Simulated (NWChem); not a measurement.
# NH (imidogen) at UBP86/aug-cc-pVTZ

What is the vertical ionisation energy of NH (imidogen) at UBP86/aug-cc-pVTZ? 

The calculation is run with NWChem 7.3.0.

8 further runs of the same task are left out: 8 set aside as unsound or not needed.

**1. Starting point**

NH has 2 atoms, charge 0, and is taken as a triplet. SMILES: `[NH]`. Geometry: the measured bond length.

Bond lengths: N1–H2 1.036 Å.

**2. A single-point energy at UBP86/aug-cc-pVTZ**

hn.nw reads:

```
start hn
title "HN"
memory total 2200 mb

geometry units angstroms noautosym nocenter noautoz
 N     0.000000    0.000000    0.000000
 H     0.000000    0.000000    1.036210
end

basis spherical bse
 * library aug-cc-pVTZ
end

dft
 xc becke88 perdew86
 mult 3
 grid fine
 convergence energy 1e-08
 iterations 100
 mulliken
 noprint "final vectors analysis"
end

task dft
```

Started as:

```
$ nwchem hn.nw > hn.out
```

Log:

```text
[...]
          Wavefunction type:  spin polarized.
          No. of atoms     :     2
          No. of electrons :     8
[...]
          Charge           :     0
          Spin multiplicity:     3
[...]
          AO basis - number of functions:    69
[...]
              XC Information
              --------------
                    Becke 1988 Exchange Functional  1.000
                Perdew 1981 Correlation Functional  1.000 local
                Perdew 1986 Correlation Functional  1.000 non-local
[...]
 d= 0,ls=0.0,diis     1    -55.2124316550 -5.88D+01  2.65D-03  9.51D-02     0.6
[...]
 d= 0,ls=0.0,diis     8    -55.2382387140 -1.54D-09  5.99D-08  9.19D-12     3.8
[...]
         Total DFT energy =      -55.238238713995
      One electron energy =      -81.609993836109
           Coulomb energy =       29.965631602439
    Exchange-Corr. energy =       -7.168673811944
 Nuclear repulsion energy =        3.574797331620
[...]
      Total Density - Mulliken Population Analysis
     ---------------------------------------------
    Atom       Charge   Shell Charges
 -----------   ------   -------------------------------------------------------
    1 N    7     7.21   1.95  0.26  1.01  0.71  0.06  0.90  1.45  0.81  0.05  0.00  0.01  0.00  0.00 -0.00
    2 H    1     0.79   0.27  0.43  0.02 -0.00  0.01  0.04  0.01  0.00  0.01
[...]
      <S2> =      2.0049 (Exact =     2.0000)
[...]
```

Run time: 4.5 s. Hardware: 1 thread of Intel Xeon Platinum 8375C at 2.90GHz (Ice Lake), shared host; peak memory 0.1 GiB.

**3. The doublet cation at the same level**

mol.nw reads:

```
start mol
title "imidogen"
memory stack 880 mb heap 220 mb global 1100 mb
charge 1
geometry noautosym nocenter noautoz
N     0.000000    0.000000    0.000000
H     0.000000    0.000000    1.036210
end
basis spherical bse
N library aug-cc-pVTZ
H library aug-cc-pVTZ
end
dft
xc becke88 perdew86
mult 2
grid fine
convergence energy 1e-08
iterations 100
mulliken
noprint "final vectors analysis"
end
task dft
```

Started as:

```
$ nwchem mol.nw > mol.out
```

Log:

```text
[...]
          Wavefunction type:  spin polarized.
          No. of atoms     :     2
          No. of electrons :     7
[...]
          Charge           :     1
          Spin multiplicity:     2
[...]
          AO basis - number of functions:    69
[...]
              XC Information
              --------------
                    Becke 1988 Exchange Functional  1.000
                Perdew 1981 Correlation Functional  1.000 local
                Perdew 1986 Correlation Functional  1.000 non-local
[...]
 d= 0,ls=0.0,diis     1    -54.6971141947 -5.83D+01  3.38D-03  1.72D-01     0.6
[...]
 d= 0,ls=0.0,diis     7    -54.7300691016 -5.35D-09  1.94D-06  2.38D-10     3.2
[...]
         Total DFT energy =      -54.730069101635
      One electron energy =      -77.674666722878
           Coulomb energy =       26.154534519221
    Exchange-Corr. energy =       -6.784734229598
 Nuclear repulsion energy =        3.574797331620
[...]
      Total Density - Mulliken Population Analysis
     ---------------------------------------------
    Atom       Charge   Shell Charges
 -----------   ------   -------------------------------------------------------
    1 N    7     6.37   1.95  0.30  1.11  0.61  0.03  0.79  1.20  0.38 -0.00  0.00  0.01 -0.00 -0.00 -0.00
    2 H    1     0.63   0.25  0.37 -0.05 -0.00  0.01  0.03 -0.01  0.00  0.01
[...]
      <S2> =      0.7520 (Exact =     0.7500)
[...]
```

It took 3.9 s on 1 thread of Intel Xeon Platinum 8375C at 2.90GHz (Ice Lake), shared host; peak memory 0.11 GiB.

**4. Results**

At UBP86/aug-cc-pVTZ:

```
                                          quantity         value
                          triplet NH: total energy  -55.23824 Eh
                         triplet NH: dipole moment        1.49 D
                                  triplet NH: ⟨S²⟩         2.005
                      doublet cation: total energy  -54.73007 Eh
                              doublet cation: ⟨S²⟩         0.752
vertical ionisation energy (to the doublet cation)     13.828 eV
```

The vertical ionisation energy comes to 13.83 eV (319 kcal/mol).
